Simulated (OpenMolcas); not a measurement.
**One shape, several levels: HNO3 (peroxynitrous acid)**

We compute a comparison of 6 runs (HF/3-21G, B3LYP/3-21G, PBE0/6-31G**, PBE0/def2-SVP, MP2/ANO-R1, CCSD(T)/STO-3G) of HNO3 (peroxynitrous acid). 

The calculation is run with OpenMolcas 26.06.

3 further runs of the same task are left out: 3 set aside as unsound or not needed.

## 1. The system as given

HNO3 has 5 atoms, charge 0, and is taken as a singlet. As SMILES, `O=NOO`. The shape is that of a GFN2-xTB optimisation. This is one conformer, not always the lowest.

Bond lengths: O1–N2 1.201 Å, N2–O3 1.273 Å, O3–O4 1.436 Å, O4–H5 0.984 Å. Angles: O1–N2–O3 119.9°, N2–O3–O4 119.3°, O3–O4–H5 102.4°.

## 2. Energy and gradient at HF/3-21G (run 1)

Contents of calc.input:

```
&GATEWAY
 BASLIB = $CurrDir
 COORD
 5
 angstrom
 O        0.065910      -0.913420       1.047340
 N       -0.887330      -0.616080       0.379900
 O       -0.768700       0.249290      -0.545570
 O        0.510450       0.860430      -0.776300
 H        1.079670       0.419780      -0.105350
 BASIS = 3-21G
 GROUP = NoSym

&SEWARD

&SCF
 THRESHOLDS = 1e-10 1e-07 1e-07 1e-05
 PRORBITALS = 1 2

&ALASKA
```

The basis set 3-21G is read from a file made from the Basis Set Exchange's data (not shown).

Run with:

```sh
$ export MOLCAS_MEM=1860
$ pymolcas calc.input > calc.log
```

The program printed:

```text
--- Start Module: gateway ---
[...]
--- Stop Module: gateway /rc=_RC_ALL_IS_WELL_ ---
[...]
      Basis functions           38
[...]
--- Start Module: scf ---
[...]
       Convergence after  16 Iterations
[...]
::    Total SCF energy                               -277.8029893375
[...]
      Total spin, S                                     0.0000000000
[...]
      Total electronic charge=   32.000000
      Total            charge=   -0.000000
[...]
      Dipole Moment (debye):
      Origin of the operator (angstrom)=   -0.2288   -0.0804    0.0131
                   X=  1.3300E+00               Y= -4.9135E-02               Z=  4.7737E-01           Total=  1.4139E+00
      Quadrupole Moment (debye*angstrom):
[...]
--- Stop Module: scf /rc=_RC_ALL_IS_WELL_ ---
--- Start Module: alaska ---
[...]
 *              Molecular gradients               *
 **************************************************
  Irreducible representation: a
 ------------------------------------------------------------------------------------------
                              X                       Y                       Z
 ------------------------------------------------------------------------------------------
  O1               -2.16297748394165E-02   -9.90183220048291E-03    3.58923834036950E-03
  N2                3.47100222405636E-02    7.12728922782668E-02   -6.76375171436063E-02
  O3                1.57843906872586E-02   -5.76788185067847E-02    7.01541639160279E-02
  O4               -2.77100205509822E-02   -2.67819790008605E-03   -6.71172624309690E-03
  H5               -1.15461753740487E-03   -1.01404367091784E-03    6.05841130308260E-04
 ------------------------------------------------------------------------------------------
--- Stop Module: alaska /rc=_RC_ALL_IS_WELL_ ---
[...]
```

Run time: 1.9 s. Hardware: 1 thread of Arm Neoverse V2, shared host; peak memory 0.37 GiB.

## 3. Energy and forces at B3LYP/3-21G (run 2)

Contents of mol.xyz:

```xyz
5

O      0.065910    -0.913420     1.047340
N     -0.887330    -0.616080     0.379900
O     -0.768700     0.249290    -0.545570
O      0.510450     0.860430    -0.776300
H      1.079670     0.419780    -0.105350
```

Contents of mol.input:

```
>>> EXPORT MOLCAS_PRINT=2
&GATEWAY
BasLib
$CurrDir
Coord
mol.xyz
Basis
3-21G
Group
NoSym
&SEWARD
GridInput
Grid=UltraFine
End of Grid
&SCF
KSDFT
B3LYP
Thresholds
1e-10 1e-07 1e-07 1e-05
PrOrbitals
1 2
&ALASKA
```

The basis set 3-21G is read from a file made from the Basis Set Exchange's data (not shown).

Run with:

```sh
$ export MOLCAS_MEM=1860
$ pymolcas mol.input > mol.log
```

The program printed:

```text
--- Start Module: gateway ---
[...]
--- Stop Module: gateway /rc=_RC_ALL_IS_WELL_ ---
[...]
      Basis functions           38
[...]
--- Start Module: scf ---
[...]
       Convergence after  15 Iterations
[...]
::    Total KS-DFT energy                            -279.2374466351
[...]
      Total spin, S                                     0.0000000000
[...]
      Total electronic charge=   32.000000
      Total            charge=   -0.000000
[...]
      Dipole Moment (debye):
      Origin of the operator (angstrom)=   -0.2288   -0.0804    0.0131
                   X=  1.1525E+00               Y=  1.6092E-02               Z=  3.4740E-01           Total=  1.2038E+00
      Quadrupole Moment (debye*angstrom):
[...]
--- Stop Module: scf /rc=_RC_ALL_IS_WELL_ ---
[...]
--- Start Module: alaska ---
[...]
 *              Molecular gradients               *
 **************************************************
  Irreducible representation: a
 ------------------------------------------------------------------------------------------
                              X                       Y                       Z
 ------------------------------------------------------------------------------------------
  O1               -6.65317490484405E-02    1.03284123556309E-02   -3.47714581292067E-02
  N2                7.84523108307962E-02    6.75318840889179E-02   -4.80008118043841E-02
  O3                4.49114257026340E-02   -5.51897022712278E-02    7.76077470888676E-02
  O4               -4.42661205598434E-02   -3.78877482798687E-02    2.61967876716618E-02
  H5               -1.25658669251658E-02    1.52171541065249E-02   -2.10322648269350E-02
 ------------------------------------------------------------------------------------------
--- Stop Module: alaska /rc=_RC_ALL_IS_WELL_ ---
[...]
```

Wall time 7.5 s (1 thread of Arm Neoverse V2, shared host); peak memory 0.37 GiB.

Runs 3 to 5 aren't shown in full; the table further down has their settings and results.

## 4. A single-point energy at CCSD(T)/STO-3G (Cholesky decomposition) (run 6)

mol.xyz is that of step 3.

Contents of test.inp:

```
&gateway
 coord = mol.xyz
 basis = STO-3G
 group = NoSym

&seward
 medium

&scf
 iterations = 89
 core
 prorbitals = 1

&chcc
 frozen = 4

&cht3
 frozen = 4
```

Run with:

```sh
$ export MOLCAS_MEM=1860
$ pymolcas test.inp > test.log
```

The program printed:

```text
--- Start Module: gateway ---
[...]
--- Stop Module: gateway /rc=_RC_ALL_IS_WELL_ ---
[...]
      Basis functions           21
[...]
       Convergence after  16 Iterations
[...]
::    Total SCF energy                               -275.6818430686
[...]
      Total spin, S                                     0.0000000000
[...]
      Total electronic charge=   32.000000
      Total            charge=   -0.000000
[...]
      Dipole Moment (debye):
      Origin of the operator (angstrom)=   -0.2288   -0.0804    0.0131
                   X=  1.3723E+00               Y=  8.0094E-02               Z=  3.6075E-01           Total=  1.4212E+00
      Quadrupole Moment (debye*angstrom):
[...]
--- Start Module: chcc ---
[...]
--- Stop Module: chcc /rc=_RC_ALL_IS_WELL_ ---
--- Start Module: cht3 ---
[...]
--- Stop Module: cht3 /rc=_RC_ALL_IS_WELL_ ---
[...]
```

It took 2 s on 1 thread of Arm Neoverse V2, shared host.

## 5. The series

```tsv
run	level	integration grid	nucleus	energy (Eh)	dipole moment (D) of the reference	HOMO energy (eV)	LUMO energy (eV)	wall time
1	HF/3-21G	–	point	-277.802989	1.41	-13.08	2.30	1.9 s
2	B3LYP/3-21G	UltraFine	point	-279.237447	1.20	-8.02	-2.25	7.5 s
3	PBE0/6-31G** (spherical functions)	UltraFine	point	-280.536422	0.92	-8.59	-2.04	14 s
4	PBE0/def2-SVP	UltraFine	point	-280.320669	0.99	-8.70	-2.24	14 s
5	MP2/ANO-R1 (sfX2C)	–	finite	-280.412909	0.90	-13.08	2.71	22 s
6	CCSD(T)/STO-3G (Cholesky decomposition)	–	point	-275.937310	1.42	-9.96	5.82	2 s
```

## 6. Results

| quantity | value |
| --- | --- |
| run 6: total energy | -275.93731 Eh |
| run 6: dipole moment (mean-field density) | 1.42 D |
| run 6: HOMO energy (Hartree–Fock orbitals) | -9.96 eV |
| run 6: LUMO energy (Hartree–Fock orbitals) | 5.82 eV |
| run 6: HOMO–LUMO gap (Hartree–Fock orbitals) | 15.77 eV |
| run 6: correlation energy (4 core orbitals frozen) | -255.5 mEh |
| run 6: (T) correction | -10.31 mEh |

What this shows: Over runs 1, 2, 3, 4 the dipole moment (its size) runs from 0.92 D (PBE0/6-31G**) to 1.41 D (HF/3-21G). The two ends differ in method and basis. Over runs 1, 2, 3, 4 the HOMO–LUMO gap runs from 5.77 eV (B3LYP/3-21G) to 15.38 eV (HF/3-21G). Exact exchange widens orbital gaps. Totals of different functionals can't be ranked against each other. In run 6 the basis is minimal, so the values are rough. All runs together took 61 s, the longest 22 s.
